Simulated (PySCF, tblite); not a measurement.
**H7NPSi+: dynamics, then NMR shifts on frames**

How do NMR shifts of H7NPSi+ (`N[SiH2][PH3+]`) change as the atoms move?

Computed with tblite 0.8.0 and PySCF 2.14.0, with density-fitted response routines of our own, on a single molecule in the gas phase. Atoms count from 0, in the outputs and in this text.

### Step 1. The molecule as given

10 atoms, charge 1, multiplicity 1; geometry from: GFN2-xTB.

Bonds of the start (Å): N0–Si1 1.69, Si1–P2 2.44, N0–H3 1.01, N0–H4 1.01, Si1–H5 1.45, Si1–H6 1.45, P2–H7 1.38, P2–H8 1.38, P2–H9 1.38.

### Step 2. Thermal motion with GFN2-xTB

The job: settings as JSON, then the geometry in Å.

```
{"job": {"kind": "md", "xc": "GFN2-xTB", "basis": "xTB", "temperature": 300, "steps": 2000, "every": 50, "frames": 5}, "charge": 1, "multiplicity": 1}
N     -1.793360    -0.433353    -0.054733
Si    -0.643426     0.778952    -0.293219
P      1.536697    -0.202645     0.214708
H     -2.127436    -1.049555    -0.780977
H     -2.316617    -0.558560     0.799193
H     -0.394684     1.072844    -1.695037
H     -0.655537     1.791785     0.749096
H      2.074618    -1.112762    -0.670971
H      1.705752    -0.921861     1.379154
H      2.622876     0.639811     0.330259
```

With the program's defaults for keys left out, this is: GFN2-xTB Langevin dynamics, gas phase.

The run is started by

```console
$ OMP_NUM_THREADS=1 python probes_run.py task.json out
```

The driver reads the jobs from task.json and runs them one after another.

Output:

```text
t/fs     T/K      E/eV
    0.0   254.2   -281.10085
   25.0    72.3   -280.90725
   50.0   200.3   -280.95115
   75.0   219.8   -280.91080
  100.0   223.2   -280.86221
  125.0   215.7   -280.87061
  150.0   274.4   -280.95177
  175.0   173.6   -280.78577
  200.0   190.3   -280.69544
  225.0   231.2   -280.82187
  250.0   262.6   -280.92982
  275.0   217.1   -280.80395
  300.0   348.7   -280.86392
  325.0   219.2   -280.83595
  350.0   220.4   -280.86518
  375.0   184.9   -280.84223
  400.0   180.7   -280.92382
  425.0   197.4   -280.83512
  450.0   212.3   -280.65190
  475.0   276.5   -280.81316
  500.0   219.3   -280.81456
  525.0   227.3   -280.82304
  550.0   288.8   -281.00344
  575.0   151.9   -280.88230
  600.0   222.6   -280.90169
  625.0   162.9   -280.85513
  650.0   237.2   -280.89715
  675.0   293.0   -280.87988
  700.0   234.4   -280.85869
  725.0   378.8   -280.91924
  750.0   334.1   -280.78137
  775.0   345.8   -280.67606
  800.0   357.5   -280.76916
  825.0   501.3   -280.88399
  850.0   319.9   -280.67796
  875.0   403.5   -280.86192
  900.0   231.8   -280.70775
  925.0   306.6   -280.78172
  950.0   319.5   -280.84187
  975.0   248.2   -280.73371
 1000.0   366.1   -280.77672
```

Wall time 4.9 s (1 thread of INTEL XEON PLATINUM 8581C at 2.10GHz, shared host); peak memory 0.18 GiB.

Distance from the start (root mean square after alignment): 0 fs 0.00 Å, 200 fs 0.45 Å, 400 fs 0.59 Å, 600 fs 0.27 Å, 800 fs 0.68 Å, 1000 fs 1.16 Å.

Positions (Å) and forces (eV/Å) at 1000 fs:

```xyz
10

N    -2.353   -0.514   -0.200   -1.155   -1.956   -0.891
Si   -1.804    1.048    0.106   -0.687    0.286   -1.041
P     0.548    0.917    0.381    0.948   -0.047   -0.443
H    -2.956   -0.958   -0.956    1.211    1.208    1.026
H    -2.338   -1.215    0.546    0.081    0.357   -0.220
H    -1.892    1.906   -1.125    0.162   -0.393    0.721
H    -2.281    1.349    1.429    0.160    0.463    0.426
H     1.331    0.239    1.301   -0.204   -0.178   -0.077
H     1.239    2.084    0.494   -0.151    0.676    0.331
H     1.274    0.640   -0.778   -0.365   -0.416    0.168
```

### Step 3. Shielding tensors: 250 fs, PBE0/pcSseg-1

The job: settings as JSON, then the geometry in Å.

```
{"job": {"kind": "nmr", "xc": "PBE0", "basis": "pcSseg-1", "pop": false}, "charge": 1, "multiplicity": 1}
N     -1.753000    -0.503000     0.073200
Si    -0.864900     0.947100    -0.232200
P      1.295900    -0.065600     0.198300
H     -1.470800    -1.337200    -0.448900
H     -2.645500    -0.642700     0.490700
H     -0.608800     1.571300    -1.527200
H     -0.791200     1.836500     0.885600
H      1.836900    -0.963500    -0.754500
H      1.223600    -0.951600     1.235700
H      2.434000     0.681700     0.545500
```

Level: GIAO PBE0/pcSseg-1 NMR shielding, non-relativistic, gas phase.

Output:

```text
coarse grid: 8656 points
cycle   1  E = -689.1468904487  dE =  2.453e-01  |g| = 3.986e-01  |ddm| = 2.655e+00
cycle   2  E = -689.1149084923  dE =  3.198e-02  |g| = 5.551e-01  |ddm| = 7.899e-01
cycle   3  E = -689.1832741184  dE = -6.837e-02  |g| = 5.446e-02  |ddm| = 5.190e-01
cycle   4  E = -689.1839431197  dE = -6.690e-04  |g| = 1.323e-02  |ddm| = 7.022e-02
cycle   5  E = -689.1839821862  dE = -3.907e-05  |g| = 2.111e-03  |ddm| = 1.493e-02
cycle   6  E = -689.1839833520  dE = -1.166e-06  |g| = 4.037e-04  |ddm| = 2.862e-03
final grid: 72448 points
cycle   7  E = -689.1975906004  dE = -1.037e-05  |g| = 5.703e-03  |ddm| = 1.441e-02
cycle   8  E = -689.1975832153  dE =  7.385e-06  |g| = 8.237e-03  |ddm| = 1.113e-02
cycle   9  E = -689.1975975685  dE = -1.435e-05  |g| = 4.856e-04  |ddm| = 6.457e-03
cycle  10  E = -689.1975976208  dE = -5.225e-08  |g| = 7.200e-05  |ddm| = 6.114e-04
cycle  11  E = -689.1975976220  dE = -1.216e-09  |g| = 1.423e-05  |ddm| = 9.128e-05
cycle  12  E = -689.1975976220  dE = -5.207e-11  |g| = 2.707e-06  |ddm| = 1.875e-05
converged SCF energy = -689.1975976220

GIAO shielding tensors (ppm)
atom      isotropic    diamagn.    paramagn.     s11        s22        s33       span
  0 N      251.767     320.263     -68.496    227.725    245.873    281.703     53.978
  1 Si     372.740     877.582    -504.841    333.065    352.022    433.134    100.069
  2 P      500.060     969.508    -469.449    469.340    500.609    530.231     60.891
  3 H       30.364      31.260      -0.895     22.345     28.028     40.721     18.376
  4 H       29.542      28.971       0.571     22.484     23.988     42.155     19.671
  5 H       25.616      27.020      -1.404     21.873     23.670     31.304      9.431
  6 H       26.092      27.898      -1.806     22.951     24.128     31.197      8.246
  7 H       26.437      28.427      -1.990     22.657     23.151     33.502     10.844
  8 H       27.635      30.161      -2.526     23.514     24.533     34.859     11.345
  9 H       26.502      27.560      -1.058     22.312     22.418     34.777     12.465
```

Wall time 6 s (1 thread of INTEL XEON PLATINUM 8581C at 2.10GHz, shared host); peak memory 0.46 GiB.

Shifts follow as δ = σ(reference) − σ, with reference shieldings (ppm) from runs at the same level and on the same kind of geometry: 1H TMS 31.72, 29Si TMS 349.2, 15N NH3 267.7, 31P H3PO4 318.4. The references are single molecules in the gas phase, so shifts against H2O, NH3, PH3, H3PO4 or CFCl3 are not on the usual liquid scales and can be off by tens of ppm. Each atom is listed at this fixed geometry, with no averaging over motion; a spectrum would average atoms that exchange fast.

```
atoms                            environment  σ (ppm)  δ (ppm)
   H5   hydrogen on a silicon bonded to N, P    25.62     6.10
   H6   hydrogen on a silicon bonded to N, P    26.09     5.62
   H7  hydrogen on a phosphorus bonded to Si    26.44     5.28
   H9  hydrogen on a phosphorus bonded to Si    26.50     5.21
   H8  hydrogen on a phosphorus bonded to Si    27.64     4.08
   H4    hydrogen on a nitrogen bonded to Si    29.54     2.17
   H3    hydrogen on a nitrogen bonded to Si    30.36     1.35
   N0             nitrogen bonded to Si, 2 H    251.8     16.0
  Si1            silicon bonded to N, P, 2 H    372.7    -23.6
   P2           phosphorus bonded to Si, 3 H    500.1   -181.7
```

Orbitals, density, ELF and potential are computed afterwards from the orbital file.

Frontier orbitals at PBE0/pcSseg-1, with the share of their density that lies nearest to each atom:

```
orbital  energy (eV)                                    lies on
   HOMO       -12.60         N0 65 %; H3, H4, H5 about 8 % each
   LUMO        -5.60  Si1 35 %; H5, H6 about 14 % each; P2 10 %
```

ELF in a plane through or near 3 of the atoms.

Ten even steps from '0' (0.00) to '9' (1.00):
```
0000000000000000000000000000
0000000000000000000000000000
0000000000000000000000000000
0000000000000000000000000000
0000000000000000000000000000
0000000001110000443000000000
0000000014541002676334100000
0000001246653003776788510000
0000002331125313747898620000
0000146727628734864777300000
0000699972629831388632000000
0001899996589716615510000000
0000799996675317701200000000
0000168742211211122100000000
0000001100000134442100000000
0000000000000011110000000000
0000000000000000000000000000
0000000000000000000000000000
0000000000000000000000000000
0000000000000000000000000000
```
The map spans 10.4 Å across and 8.7 Å up, centred on the molecule. Atoms in the plane (x, y in Å): N0 (1.6, 0.6), Si1 (0.7, -0.9), P2 (-1.4, 0.1).

log10 of the density (e/Å³) in the same plane.

Ten even steps from '0' (-4.0) to '9' (1.9):
```
0000000000000000000000000000
0000000000000000000000000000
0000000000000000000000000000
0000000011110000111000000000
0000001122222112232211000000
0000122334433333444433210000
0001223445554344566554320000
0001234456655445677665431000
0002334566765555699765431000
0012345569976555677765431000
0012446667866656666654321000
0012446666666668865543210000
0012345555555568865433110000
0001234444444556655432100000
0000122333334455554321000000
0000001111223344433211000000
0000000000112233322110000000
0000000000001112211000000000
0000000000000001000000000000
0000000000000000000000000000
```
The map spans 10.4 Å across and 8.7 Å up, centred on the molecule. Atoms in the plane (x, y in Å): N0 (1.6, 0.6), Si1 (0.7, -0.9), P2 (-1.4, 0.1).

On the surface of density 0.002 e/bohr³ the electrostatic potential runs, from the 1st to the 99th percentile, from 3.65 V near N0 to 6.62 V near H3.

### Step 4. Shielding tensors: 425 fs, PBE0/pcSseg-1

The job: settings as JSON, then the geometry in Å.

```
{"job": {"kind": "nmr", "xc": "PBE0", "basis": "pcSseg-1", "pop": false}, "charge": 1, "multiplicity": 1}
N     -1.657300    -0.567700     0.395700
Si    -0.906700     0.839900    -0.240400
P      1.304300     0.081000     0.205300
H     -2.463800    -0.844700    -0.108500
H     -1.751600    -0.897600     1.334800
H     -0.786500     1.119000    -1.662200
H     -1.154700     1.905700     0.657600
H      1.317900    -1.269100     0.210200
H      2.135000     0.467400     1.261900
H      2.143200     0.349800    -0.844200
```

Method: GIAO PBE0/pcSseg-1 NMR shielding, non-relativistic, gas phase.

Output:

```text
coarse grid: 8656 points
cycle   1  E = -689.1350964084  dE =  3.373e-01  |g| = 4.274e-01  |ddm| = 2.679e+00
cycle   2  E = -689.0976605885  dE =  3.744e-02  |g| = 5.961e-01  |ddm| = 9.155e-01
cycle   3  E = -689.1768060319  dE = -7.915e-02  |g| = 5.088e-02  |ddm| = 6.016e-01
cycle   4  E = -689.1773854173  dE = -5.794e-04  |g| = 1.386e-02  |ddm| = 7.031e-02
cycle   5  E = -689.1774284843  dE = -4.307e-05  |g| = 2.109e-03  |ddm| = 1.606e-02
cycle   6  E = -689.1774296129  dE = -1.129e-06  |g| = 3.583e-04  |ddm| = 2.806e-03
final grid: 72448 points
cycle   7  E = -689.1908973035  dE = -1.114e-05  |g| = 5.300e-03  |ddm| = 1.358e-02
cycle   8  E = -689.1908918719  dE =  5.432e-06  |g| = 7.371e-03  |ddm| = 1.021e-02
cycle   9  E = -689.1909031456  dE = -1.127e-05  |g| = 4.293e-04  |ddm| = 5.917e-03
cycle  10  E = -689.1909031854  dE = -3.972e-08  |g| = 7.048e-05  |ddm| = 5.577e-04
cycle  11  E = -689.1909031866  dE = -1.203e-09  |g| = 1.304e-05  |ddm| = 8.907e-05
cycle  12  E = -689.1909031866  dE = -4.559e-11  |g| = 2.448e-06  |ddm| = 1.678e-05
converged SCF energy = -689.1909031866

GIAO shielding tensors (ppm)
atom      isotropic    diamagn.    paramagn.     s11        s22        s33       span
  0 N      261.258     317.532     -56.275    235.451    249.864    298.458     63.007
  1 Si     370.557     877.911    -507.354    340.070    355.546    416.056     75.986
  2 P      497.432     969.544    -472.112    449.066    503.525    539.706     90.640
  3 H       31.462      29.369       2.093     23.310     26.625     44.450     21.140
  4 H       30.290      30.322      -0.032     23.085     26.506     41.281     18.196
  5 H       25.613      27.203      -1.590     22.345     24.138     30.356      8.011
  6 H       25.832      28.038      -2.206     21.916     23.805     31.775      9.859
  7 H       27.895      30.409      -2.514     23.838     24.942     34.904     11.066
  8 H       26.294      27.702      -1.408     22.509     22.530     33.843     11.334
  9 H       27.216      29.159      -1.943     23.061     23.864     34.723     11.663
```

Wall time 4.2 s (1 thread of INTEL XEON PLATINUM 8581C at 2.10GHz, shared host); peak memory 0.45 GiB.

Key values: δ N0 6.5, Si1 -21.4, P2 -179.1, H5 6.10, H6 5.88 ppm.

[end of part 1 of 2]
